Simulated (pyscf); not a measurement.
# Addition across a multiple bond or ene-type step: H₂Si=As–SiH₃ + hydrogen (H₂) → H₃Si–AsH–SiH₃

Gas phase, singlet surface, charge 0. Bonds broken: H3–H7. Bonds formed: As1–H3, Si6–H7. Structures and frequencies: ωB97X-D3(BJ)/def2-SVP in PySCF.

Transition state (Å):

```xyz
10

As     0.4362     1.5347     0.1679
Si     0.3342    -0.4324    -1.0752
H     -1.5802     0.9569     0.6249
H      1.3450    -1.4578    -0.6711
H      0.5413    -0.1115    -2.5175
Si    -0.5635     0.3941     1.8302
H     -2.1684     0.4243     1.1994
H     -0.5523    -1.0828     2.0247
H     -0.9402     1.1042     3.0794
H     -1.0095    -1.0924    -0.9360
```

One imaginary mode, 1258i cm⁻¹; descent along it reached the two sides named.

| bond | change | reactant side (Å) | saddle | product side |
|---|---|---|---|---|
| H3–H7 | breaks | 0.761 | 0.980 | 3.2 |
| As1–H3 | forms | 4.3 | 2.147 | 1.520 |
| Si6–H7 | forms | 3.2 | 1.725 | 1.492 |

Electronic energies relative to the separated reactants (kcal/mol):

| level | barrier | reaction energy | reverse barrier |
|---|---|---|---|
| ωB97X-D3(BJ)/def2-TZVP | 26.0 | -35.3 | 61.3 |
| PBE/def2-TZVP | 22.2 | -29.6 | 51.7 |
| r²SCAN/def2-TZVP | 22.6 | -31.9 | 54.5 |
| B3LYP-D3(BJ)/def2-TZVP | 27.0 | -31.4 | 58.3 |
| PBE0-D3(BJ)/def2-TZVP | 21.7 | -34.0 | 55.7 |
| M06-2X/def2-TZVP | 26.2 | -30.9 | 57.1 |
| ωB97M-D3(BJ)/def2-TZVP | 25.6 | -34.0 | 59.6 |
| HF/def2-TZVP | 36.9 | -37.4 | 74.3 |

With ωB97M-D3(BJ)/def2-TZVP energies and thermal terms (ideal gas, 1 atm, RRHO with modes under 100 cm⁻¹ raised to 100, one conformer, R ln 2 for chiral ones without a mode under 150 cm⁻¹), in kcal/mol:

| T (K) | ΔH‡ | ΔG‡ | ΔH | ΔG |
|---|---|---|---|---|
| 298 | 26.3 | 35.1 | -31.5 | -23.6 |
| 600 | 25.2 | 44.4 | -32.0 | -15.3 |
| 900 | 25.0 | 54.1 | -31.8 | -7.0 |
| 1200 | 25.2 | 63.8 | -31.2 | +1.1 |

At the saddle there is also a short H–Si contact that neither side keeps. This saddle turned up in a search for another step; its sides and bond changes are read from the two ends of the descent. This is the saddle that the search found; another between the same sides may lie lower. Elements up to Kr have no core potential and no relativistic terms here.
